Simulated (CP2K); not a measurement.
# PM3 run of C2H3ClO (acetyl chloride), part 2 of 2

CP2K 2026.2.

## Step 3: The triplet

File qs.inp:

```
&global
  project qs
  run_type ENERGY
  print_level MEDIUM
&end global
&force_eval
  method QUICKSTEP
  &dft
    multiplicity 3
    uks T
    &qs
      method PM3
      eps_default 1.0E-10
      &se
        &coulomb
          cutoff [angstrom] 50
          rc_range [angstrom] 0
        &end coulomb
        &exchange
          cutoff [angstrom] 50
          rc_range [angstrom] 0
        &end exchange
      &end se
    &end qs
    &poisson
      periodic NONE
      poisson_solver ANALYTIC
    &end poisson
    &scf
      scf_guess ATOMIC
      eps_scf 1.0E-06
      max_scf 40
      &ot
        minimizer CG
        preconditioner FULL_SINGLE_INVERSE
      &end ot
      &outer_scf
        eps_scf 1.0E-06
        max_scf 10
      &end outer_scf
    &end scf
    &print
      &moments
        periodic F
        reference COM
        max_moment 1
      &end moments
      &mo_cubes
        nlumo 3
        nhomo -1
        write_cube F
      &end mo_cubes
      &hirshfeld OFF
      &end hirshfeld
    &end print
  &end dft
  &subsys
    &cell
      abc 18.3 18.7 17.8
      periodic NONE
    &end cell
    &coord
      C      9.476605    10.287225     9.148510
      C      9.349175     8.804525     9.061360
      O     10.013435     7.989575     9.594850
      Cl     7.994805     8.313635     7.992780
      H     10.305195    10.541705     9.807220
      H      8.543455    10.710425     9.523860
      H      9.640605    10.696105     8.150080
    &end coord
  &end subsys
&end force_eval
```

Launch:

```console
$ OMP_NUM_THREADS=1 cp2k.psmp -i qs.inp -o qs.out
```

Output:

```text
CP2K| version string:                                       CP2K version 2026.2
 CP2K| Input file name                                                    qs.inp

 GLOBAL| Basis set file name                                           BASIS_SET
 GLOBAL| Potential file name                                           POTENTIAL
 GLOBAL| Coordinate file name                                      __STD_INPUT__
 GLOBAL| Method name                                                        CP2K
 GLOBAL| Project name                                                         qs
 GLOBAL| Run type                                                         ENERGY
 GLOBAL| FFT library                                                       FFTW3
 GLOBAL| Diagonalization library                                       ScaLAPACK
 GLOBAL| Global print level                                               MEDIUM
 GLOBAL| Total number of message passing processes                             1
 GLOBAL| Number of threads for this process                                    1
 GLOBAL| CPU model name                                                  UNKNOWN

 CELL| Volume [angstrom^3]:                                          6091.338000
 CELL| Vector a [angstrom]:      18.300     0.000     0.000   |a| =    18.300000
 CELL| Vector b [angstrom]:       0.000    18.700     0.000   |b| =    18.700000
 CELL| Vector c [angstrom]:       0.000     0.000    17.800   |c| =    17.800000
 CELL| Angle (b,c), alpha [degree]:                                    90.000000
 CELL| Angle (a,c), beta  [degree]:                                    90.000000
 CELL| Angle (a,b), gamma [degree]:                                    90.000000
 CELL| Numerically orthorhombic:                                             YES
 CELL| Periodicity                                                          NONE

 GENERATE|  Preliminary Number of Bonds generated:                             0
 GENERATE|  Achieved consistency in connectivity generation.

                                   2008 - 2015

 SEMIEMPIRICAL|                             Coulomb Integral cutoff/taper values
 SEMIEMPIRICAL| Cutoff [a.u.]                                             94.486
 SEMIEMPIRICAL| Taper  [a.u.]                                             94.486
 SEMIEMPIRICAL| Range  [a.u.]                                              0.000

 SEMIEMPIRICAL|                            Exchange Integral cutoff/taper values
 SEMIEMPIRICAL| Cutoff [a.u.]                                             94.486
 SEMIEMPIRICAL| Taper  [a.u.]                                             94.486
 SEMIEMPIRICAL| Range  [a.u.]                                              0.000

 ATOMIC KIND INFORMATION

  1. Atomic kind: C                                     Number of atoms:       2

     Orbital Basis Set                                             Carbon_STO-6G

       Number of orbital shell sets:                                           2
       Number of orbital shells:                                               2
       Number of primitive Cartesian functions:                               12
       Number of Cartesian basis functions:                                    4
       Number of spherical basis functions:                                    4
       Norm type:                                                              2

     AE Potential information for                                         Carbon
       Gaussian exponent of the core charge distribution:               3.373250
       Electronic configuration (s p d ...):                       2   2   0   0

  2. Atomic kind: O                                     Number of atoms:       1

     Orbital Basis Set                                             Oxygen_STO-6G

       Number of orbital shell sets:                                           2
       Number of orbital shells:                                               2
       Number of primitive Cartesian functions:                               12
       Number of Cartesian basis functions:                                    4
       Number of spherical basis functions:                                    4
       Norm type:                                                              2

     AE Potential information for                                         Oxygen
       Gaussian exponent of the core charge distribution:               3.753049
       Electronic configuration (s p d ...):                       2   4   0   0

  3. Atomic kind: Cl                                    Number of atoms:       1

     Orbital Basis Set                                           Chlorine_STO-6G

       Number of orbital shell sets:                                           2
       Number of orbital shells:                                               2
       Number of primitive Cartesian functions:                               12
       Number of Cartesian basis functions:                                    4
       Number of spherical basis functions:                                    4
       Norm type:                                                              2

     AE Potential information for                                       Chlorine
       Gaussian exponent of the core charge distribution:               2.040608
       Electronic configuration (s p d ...):                       2   5   0   0

  4. Atomic kind: H                                     Number of atoms:       3

     Orbital Basis Set                                           Hydrogen_STO-6G

       Number of orbital shell sets:                                           1
       Number of orbital shells:                                               1
       Number of primitive Cartesian functions:                                6
       Number of Cartesian basis functions:                                    1
       Number of spherical basis functions:                                    1
       Norm type:                                                              2

     AE Potential information for                                       Hydrogen
       Gaussian exponent of the core charge distribution:              12.500000
       Electronic configuration (s p d ...):                       1   0   0   0

 MOLECULE KIND INFORMATION

 All atoms are their own molecule, skipping detailed information

 TOTAL NUMBERS AND MAXIMUM NUMBERS

  Total number of            - Atomic kinds:                                   4
                             - Atoms:                                          7
                             - Shell sets:                                    11
                             - Shells:                                        11
                             - Primitive Cartesian functions:                 66
                             - Cartesian basis functions:                     19
                             - Spherical basis functions:                     19

  Maximum angular momentum of the orbital basis functions:                     1

 MODULE QUICKSTEP: ATOMIC COORDINATES IN ANGSTROM

   Atom Kind Element         X             Y             Z       Z(eff)     Mass
      1    1 C     6      9.476605     10.287225      9.148510   4.0000  12.0107
      2    1 C     6      9.349175      8.804525      9.061360   4.0000  12.0107
      3    2 O     8     10.013435      7.989575      9.594850   6.0000  15.9994
      4    3 Cl   17      7.994805      8.313635      7.992780   7.0000  35.4530
      5    4 H     1     10.305195     10.541705      9.807220   1.0000   1.0079
      6    4 H     1      8.543455     10.710425      9.523860   1.0000   1.0079
      7    4 H     1      9.640605     10.696105      8.150080   1.0000   1.0079

 SCF PARAMETERS         Density guess:                                    ATOMIC
                        --------------------------------------------------------
                        max_scf:                                              40
                        max_scf_history:                                       0
                        max_diis:                                              4
                        --------------------------------------------------------
                        eps_scf:                                        1.00E-06
                        eps_scf_history:                                0.00E+00
                        eps_diis:                                       0.00E+00
                        eps_eigval:                                     1.00E-05
                        --------------------------------------------------------
                        level_shift [a.u.]:                             0.000000
                        --------------------------------------------------------
                        Outer loop SCF in use
                        No variables optimised in outer loop
                        eps_scf                                         1.00E-06
                        max_scf                                               10
                        No outer loop optimization
                        step_size                                       5.00E-01

 PW_GRID| Information for grid number                                          1
 PW_GRID| Cutoff [a.u.]                                                      1.0
 PW_GRID| spherical cutoff:                                                   NO
 PW_GRID|   Bounds   1             -7       7                Points:          15
 PW_GRID|   Bounds   2             -7       7                Points:          15
 PW_GRID|   Bounds   3             -7       7                Points:          15
 PW_GRID| Volume element (a.u.^3)   12.18         Volume (a.u.^3)     41106.3869
 PW_GRID| Grid span                                                    FULLSPACE

 POISSON| Solver                                                        ANALYTIC
 POISSON| Periodicity                                                       NONE

 Extrapolation method: initial_guess

 Spin 1

 Number of electrons:                                                         13
 Number of occupied orbitals:                                                 13
 Number of molecular orbitals:                                                13

 Spin 2

 Number of electrons:                                                         11
 Number of occupied orbitals:                                                 11
 Number of molecular orbitals:                                                11

 Number of orbital functions:                                                 19
 Number of independent orbital functions:                                     19

 SCF WAVEFUNCTION OPTIMIZATION

  ----------------------------------- OT ---------------------------------------
  Minimizer      : CG                  : conjugate gradient
  Preconditioner : FULL_SINGLE_INVERSE : inversion of
                                         H + eS - 2*(Sc)(c^T*H*c+const)(Sc)^T
  Precond_solver : DEFAULT
  Line search    : 2PNT                : 2 energies, one gradient
  stepsize       :    0.08000000                  energy_gap     :    0.08000000
  eps_taylor     :   0.10000E-15                  max_taylor     :             4
  ----------------------------------- OT ---------------------------------------

  Step     Update method      Time    Convergence         Total energy    Change
  ------------------------------------------------------------------------------
     1 OT CG       0.80E-01    0.0     0.23012329       -28.1317065125 -2.81E+01
     - OT LS       0.21E+00    0.0                      -29.6979205294
     2 OT CG       0.21E+00    0.0     0.18229249       -29.5827070942 -1.45E+00
     - OT LS       0.13E+00    0.0                      -30.1588060120
     3 OT CG       0.13E+00    0.0     0.07784650       -30.5855996837 -1.00E+00
     - OT LS       0.52E+00    0.0                      -30.9132027343
[... 71 lines of this table left out ...]
     - OT LS       0.35E+00    0.0                      -32.7362387204
    40 OT CG       0.35E+00    0.0     0.00276220       -32.7363239000 -1.19E-03

  Leaving inner SCF loop after reaching    40 steps.

  Core-core repulsion energy [eV]:                           1428.54150981328371
  Core Hamiltonian energy [eV]:                             -1365.22274922515430
  Two-electron integral energy [eV]:                        -1908.23887256773014
  Electronic energy [eV]:                                   -2319.34218550901915

  Total energy [eV]:                                         -890.80067569573555

  Atomic reference energy [eV]:                               891.65585077495746
  Heat of formation [kcal/mol]:                                19.72080738152007

  outer SCF iter =    1 RMS gradient =   0.28E-02 energy =        -32.7363239000

  ----------------------------------- OT ---------------------------------------
  Minimizer      : CG                  : conjugate gradient
  Preconditioner : FULL_SINGLE_INVERSE : inversion of
                                         H + eS - 2*(Sc)(c^T*H*c+const)(Sc)^T
  Precond_solver : DEFAULT
  Line search    : 2PNT                : 2 energies, one gradient
  stepsize       :    0.08000000                  energy_gap     :    0.08000000
  eps_taylor     :   0.10000E-15                  max_taylor     :             4
  ----------------------------------- OT ---------------------------------------

  Step     Update method      Time    Convergence         Total energy    Change
  ------------------------------------------------------------------------------
     1 OT CG       0.80E-01    0.0     0.00534455       -32.7370306834 -7.07E-04
     - OT LS       0.32E+00    0.0                      -32.7379404119
     2 OT CG       0.32E+00    0.0     0.00462284       -32.7390812357 -2.05E-03
     - OT LS       0.34E+00    0.0                      -32.7407273788
     3 OT CG       0.34E+00    0.0     0.00218293       -32.7407362048 -1.65E-03
     - OT LS       0.28E+00    0.0                      -32.7410238663
[... 43 lines of this table left out ...]
     - OT LS       0.36E+00    0.0                      -32.7412319723
    26 OT CG       0.36E+00    0.0     0.00000085       -32.7412319724 -1.26E-10

  *** SCF run converged in    26 steps ***

  Core-core repulsion energy [eV]:                           1428.54150981328371
  Core Hamiltonian energy [eV]:                             -1364.24851897392773
  Two-electron integral energy [eV]:                        -1910.45444395139361
  Electronic energy [eV]:                                   -2319.47574094962420

  Total energy [eV]:                                         -890.93423113634071

  Atomic reference energy [eV]:                               891.65585077495746
  Heat of formation [kcal/mol]:                                16.64094551121631

  outer SCF iter =    2 RMS gradient =   0.85E-06 energy =        -32.7412319724
  outer SCF loop converged in   2 iterations or  130 steps

 POPULATION ANALYSIS

 # Atom  Element  Kind  Atomic population (alpha,beta)   Net charge  Spin moment
      1     C        1           2.004441     1.964580     0.030979     0.039862
      2     C        1           2.531738     1.798280    -0.330017     0.733458
      3     O        2           3.494949     2.483639     0.021412     1.011310
      4     Cl       3           3.520963     3.352142     0.126895     0.168820
      5     H        4           0.472730     0.476068     0.051202    -0.003339
      6     H        4           0.487486     0.462677     0.049837     0.024809
      7     H        4           0.487694     0.462614     0.049692     0.025079
 # Total charge and spin        13.000000    11.000000     0.000000

 SE_DIPOLE| Dipole type                                             non-periodic
 SE_DIPOLE| Moment [a.u.]           0.15241288      -0.48552907       0.12547777
 SE_DIPOLE| Moment [Debye]          0.38739488      -1.23409167       0.31893265
 SE_DIPOLE| Derivative [a.u.]       0.00000000       0.00000000       0.00000000

 *** WARNING in qs_scf_post_se.F:140 :: Printing of MO cube files not ***
 *** implemented for Semi-Empirical method.                           ***

 ENERGY| Total FORCE_EVAL ( QS ) energy [hartree]            -32.741231972356289

 MEMORY| Estimated peak process memory [MiB]                                 139

 -------------------------------------------------------------------------------
 ----                             MULTIGRID INFO                            ----
 -------------------------------------------------------------------------------
 total grid count     :          1806              cutoff [a.u.]            1.00

 -------------------------------------------------------------------------------
 -                                                                             -
 -                                T I M I N G                                  -
 -                                                                             -
 -------------------------------------------------------------------------------
 SUBROUTINE                       CALLS  ASD         SELF TIME        TOTAL TIME
                                MAXIMUM       AVERAGE  MAXIMUM  AVERAGE  MAXIMUM
 CP2K                                 1  1.0    0.002    0.002    0.958    0.958
 qs_energies                          1  2.0    0.000    0.000    0.952    0.952
 scf_env_do_scf                       1  3.0    0.000    0.000    0.949    0.949
 scf_env_do_scf_inner_loop          130  4.0    0.006    0.006    0.934    0.934
 qs_scf_new_mos                     130  5.0    0.000    0.000    0.847    0.847
 qs_scf_loop_do_ot                  130  6.0    0.001    0.001    0.846    0.846
 ot_scf_mini                        130  7.0    0.001    0.001    0.788    0.788
 dbcsr_multiply_generic            3637 10.0    0.047    0.047    0.732    0.732
 ot_mini                            130  8.0    0.000    0.000    0.418    0.418
 qs_ot_get_derivative               132  9.0    0.000    0.000    0.377    0.377
 make_m2s                          7274 11.0    0.023    0.023    0.312    0.312
 qs_ot_get_p                        264  8.0    0.001    0.001    0.262    0.262
 multiply_cannon                   3637 11.0    0.123    0.123    0.199    0.199
 make_images                       7274 12.0    0.060    0.060    0.166    0.166
 qs_ot_get_derivative_diag           78 10.0    0.001    0.001    0.164    0.164
 -------------------------------------------------------------------------------

 -------------------------------------------------------------------------------
```

Wall time 1.1 s (1 thread of Arm Neoverse V2, shared host).

## Step 4: Summary of results

What follows sums up all 2 parts.

Level: PM3.

```
                                        quantity           value
                           singlet: total energy    -32.85100 Eh
                          singlet: dipole moment          2.45 D
                            singlet: HOMO energy       -11.06 eV
                            singlet: LUMO energy         0.26 eV
                          singlet: HOMO–LUMO gap        11.32 eV
                      singlet: heat of formation  -52.2 kcal/mol
                           triplet: total energy    -32.74123 Eh
                          triplet: dipole moment          1.33 D
                      triplet: heat of formation   16.6 kcal/mol
vertical energy of the triplet above the singlet        2.987 eV
```

What this shows: At this shape the triplet lies 2.99 eV (69 kcal/mol) above the singlet. The measured dipole moment is 2.72 D (NIST CCCBDB); the computed value is 0.27 D (10 %) too low.
